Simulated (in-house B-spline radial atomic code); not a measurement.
# RPA and G0W0 on LC-wPBE: neutral helium

Configuration 1s2, mean-field start LC-wPBE. Computed with an all-electron radial atomic-structure program (B-spline basis): all electrons, non-relativistic, point nucleus, each spin shell either full or empty, empty states to l = 9 with an (l + 1/2)⁻⁴ tail; G0W0 by contour deformation at full frequency.

Command:
```bash
python run_gw.py task.json out
```
Settings (radii: box in bohr, nucleus in fm):
```
Z                        2
electrons                2
configuration            1s2
hamiltonian              nr
method                   lc_wpbe
lmax                     9
spin_polarised           False
box_radius               40
intervals                44
ion_configuration        1s1
```

Cost of the run: 1.7 s on 1 thread of AMD EPYC 7R43 64-Core Processor (shared host).

Energies (hartree):

```csv
term,value
mean-field total,-2.90484
Hartree-Fock functional on these orbitals,-2.86026
direct second order,-0.083941
second-order exchange,0.04197
SOSEX correction,0.037039
```

Problem. What is the RPA correlation energy, and what remains with SOSEX?

Solution. RPA gives -0.074076 hartree (-1.01 eV per electron); RPA + SOSEX gives -0.037038, and the second-order doubles -0.04197 hartree (no singles). SOSEX takes back 50 % of the RPA value, the self-correlation of each of the two electrons.

Quasi-particle levels (eV):

```json
{"level": "1s", "occupied": "yes", "mean field": "-21.198", "Σx - vxc": "-3.93", "Σc": "?", "QP weight": "?", "G0W0": "?"}
```

G0W0 = mean field + (Σx - vxc) + Σc, with Σc (partial-wave tail included) taken at the quasi-particle energy.

Problem. Where does G0W0 put 1s?

Solution. At -24.554 eV, with Σc = 0.57 eV and a quasi-particle weight of 0.933. The tabulated removal energy is 24.587 eV (NIST, measured).

Problem. What does it cost to remove one electron (to 1s1) by differences of total energies, each species on its own start (correlation terms add to the Hartree-Fock functional)?

Solution. LC-wPBE 24.638 eV, Hartree-Fock functional 23.429 eV, + RPA 24.900 eV, + RPA + SOSEX 24.437 eV, + second order 24.571 eV. Tabulated: 24.587 eV (NIST, measured).
